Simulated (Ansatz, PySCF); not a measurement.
phosphine cation (H3P), SMILES P (connectivity only; charge and spin as stated), charge +1, multiplicity 2. Atoms are numbered in the order given.

```xyz
4

P      0.0000     0.0000     0.0609
H     -1.1733    -0.6774    -0.3105
H      0.0000     1.3549    -0.3105
H      1.1733    -0.6774    -0.3105
```
Charge +1, spin multiplicity 2.

Geometry optimised at PBE0-D3(BJ)/def2-TZVPD. The multiplicity is an assumed one; other spin states were not compared.

Two levels are set side by side: PBE-D3(BJ)/def2-TZVPD (Ansatz, an electronic-structure program) and PBE0-D3(BJ)/def2-TZVPD (Ansatz). Each level has its own optimised geometry; the coordinates shown are those of the second. Frequencies come from the Hessian of PySCF at each geometry. Differences are taken from unrounded values.

```json
[
 {"quantity": "mean bond length (Å)", "PBE0-D3(BJ)": "1.405", "PBE-D3(BJ)": "1.416", "PBE-D3(BJ) minus PBE0-D3(BJ)": "0.011"},
 {"quantity": "bond P1–H2 (Å)", "PBE0-D3(BJ)": "1.405", "PBE-D3(BJ)": "1.416", "PBE-D3(BJ) minus PBE0-D3(BJ)": "0.011"},
 {"quantity": "bond P1–H3 (Å)", "PBE0-D3(BJ)": "1.405", "PBE-D3(BJ)": "1.416", "PBE-D3(BJ) minus PBE0-D3(BJ)": "0.011"},
 {"quantity": "bond P1–H4 (Å)", "PBE0-D3(BJ)": "1.405", "PBE-D3(BJ)": "1.416", "PBE-D3(BJ) minus PBE0-D3(BJ)": "0.011"},
 {"quantity": "highest harmonic wavenumber (cm⁻¹)", "PBE0-D3(BJ)": "2537", "PBE-D3(BJ)": "2458", "PBE-D3(BJ) minus PBE0-D3(BJ)": "-79"},
 {"quantity": "mean harmonic wavenumber (cm⁻¹)", "PBE0-D3(BJ)": "1723", "PBE-D3(BJ)": "1664", "PBE-D3(BJ) minus PBE0-D3(BJ)": "-59"},
 {"quantity": "zero-point energy (kcal/mol)", "PBE0-D3(BJ)": "14.78", "PBE-D3(BJ)": "14.27", "PBE-D3(BJ) minus PBE0-D3(BJ)": "-0.51"}
]
```

GGA bonds tend to be longer and softer than those of functionals with exact exchange. Differences between two approximate levels are no errors against the true value.
